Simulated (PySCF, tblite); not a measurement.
# LiH5F5+, an ion with solvent molecules: NMR shifts, interaction energy, spin-spin couplings and core binding energies

Wanted: the NMR shifts, interaction energy, spin-spin couplings and core binding energies for `[Li+]` with 5 × `F`.

Computed with tblite 0.8.0 and PySCF 2.14.0; each step states its level. No surroundings beyond the atoms listed, unless a continuum is named. Atoms count from 0, parts from 1.

## 1. Starting point

11 atoms, charge 1, multiplicity 1; geometry: rigid parts in contact. Parts: 1 = atom 0, `[Li+]`, charge 1; 2 = atoms 1–2, `F`, charge 0; 3 = atoms 3–4, `F`, charge 0; 4 = atoms 5–6, `F`, charge 0; 5 = atoms 7–8, `F`, charge 0; 6 = atoms 9–10, `F`, charge 0.

## 2. Search for minima with GFN2-xTB

Job settings and geometry (Å):

```
{"job": {"kind": "dock", "xc": "GFN2-xTB", "basis": "xTB"}, "charge": 1, "multiplicity": 1, "parts": [{"atoms": "0-0", "charge": 1, "multiplicity": 1}, {"atoms": "1-2", "charge": 0, "multiplicity": 1}, {"atoms": "3-4", "charge": 0, "multiplicity": 1}, {"atoms": "5-6", "charge": 0, "multiplicity": 1}, {"atoms": "7-8", "charge": 0, "multiplicity": 1}, {"atoms": "9-10", "charge": 0, "multiplicity": 1}]}
Li    -0.471078     0.601622    -0.091484
F     -2.172289     0.435423    -0.852305
H     -3.033205     0.507796    -1.218748
F      0.315146     2.175359    -0.580582
H      0.875997     2.854369    -0.904223
F      0.489046    -0.663948    -0.908879
H      0.260674    -1.530001    -1.226257
F     -0.896913     0.518040     1.719413
H     -1.074927     0.562069     2.639494
F     -0.782873    -2.831495    -1.317025
H     -1.259658    -3.634086    -1.227846
```

Level: GFN2-xTB search for minima from random contacts, gas phase.

Started as:

```
$ OMP_NUM_THREADS=1 python cluster_run.py task.json out
```

The driver reads the jobs from task.json and runs them one after another.

**Question.** The jobs that follow are: PBE0-D3(BJ)/def2-SVPD geometry optimisation, gas phase; GIAO PBE0/pcSseg-2 NMR shielding, non-relativistic, gas phase; wB97M-D3(BJ)/def2-SVPD interaction energy, counterpoise and uncorrected, gas phase; PBE0-D3(BJ)/def2-SVPD interaction energy, counterpoise and uncorrected, gas phase; B3LYP/pcJ-1 indirect spin-spin coupling, non-relativistic, gas phase; delta-SCF UKS SCAN, pcX-2 on the ionised atom, pcseg-1 elsewhere, spin-free X2C. Predict: binding energy (GFN2-xTB); point group; rotational constants (main isotopes); shieldings of H, Li, F (PBE0/pcSseg-2); largest proton shift on binding; interaction energy, counterpoise (wB97M-D3(BJ)/def2-SVPD); superposition error; binding energy (with deformation); largest coupling of the table (B3LYP/pcJ-1); F1s binding energies, SCAN/pcX-2 (standing for 2 of 5 atoms); Li1s binding energies, SCAN/pcX-2.

The runs gave:

| quantity | value |
| --- | --- |
| binding energy (GFN2-xTB) | -123.2 kcal/mol (rough: tight binding is poor for bare ions) |
| point group | C1 |
| rotational constants (main isotopes) | 2.51, 1.03, 1.01 GHz |
| shieldings of H, Li, F (PBE0/pcSseg-2) | H6 21.9, H2 26.5, H10 26.5, H8 26.5, H4 26.5, Li0 92.8, F9 399.0, F5 404.7 ppm and more |
| largest proton shift on binding | H6, +7.31 ppm |
| interaction energy, counterpoise (wB97M-D3(BJ)/def2-SVPD) | -86.89 kcal/mol |
| superposition error | 2.54 kcal/mol |
| binding energy (with deformation) | -86.42 kcal/mol |
| largest coupling of the table (B3LYP/pcJ-1) | ¹J(F,H) F1–H2, 549.1 Hz |
| F1s binding energies, SCAN/pcX-2 (standing for 2 of 5 atoms) | F9 698.87, F5 698.26 eV |
| Li1s binding energies, SCAN/pcX-2 | Li0 68.06 eV |
| range of the interaction energy over the runs of this table | -88.42 to -86.89 kcal/mol |

In words: At its xTB geometry the search ends with the contact Li0···F5 (bond, 1.78 Å); 6 starts can't prove it the lowest minimum. Further contacts there: H6···F9 (hydrogen bond, 1.61 Å), Li0···F3 (bond, 1.85 Å). A later relaxation moves these distances. The optimisation took 39 steps and gained 0.198 eV; among the close pairs (by a distance rule), Li0–F5 changed most, from 1.755 to 1.848 Å. At PBE0/pcSseg-2: The largest span, 108 ppm, is at F5, where the paramagnetic term is -63 ppm. On binding (GIAO PBE0/pcSseg-2 NMR shielding, non-relativistic, gas phase), H6 moves most among the protons, 7.31 ppm downfield. The attractive terms split as electrostatic 68 %, orbital 30 %, dispersion 2 %, against 32.91 kcal/mol of Pauli repulsion. Tight binding gave -123.2 kcal/mol, far from this level. Density functionals describe couplings to fluorine poorly, F–F couplings above all, so those rows are rough. F9 (fluorine bonded to H) binds its F1s electron 0.61 eV more tightly than F5 (fluorine bonded to Li, H). Only 2 of the 5 F atoms are covered by sound results. The interaction energy runs from -88.42 (PBE0-D3(BJ)/def2-SVPD) to -86.89 kcal/mol (wB97M-D3(BJ)/def2-SVPD).
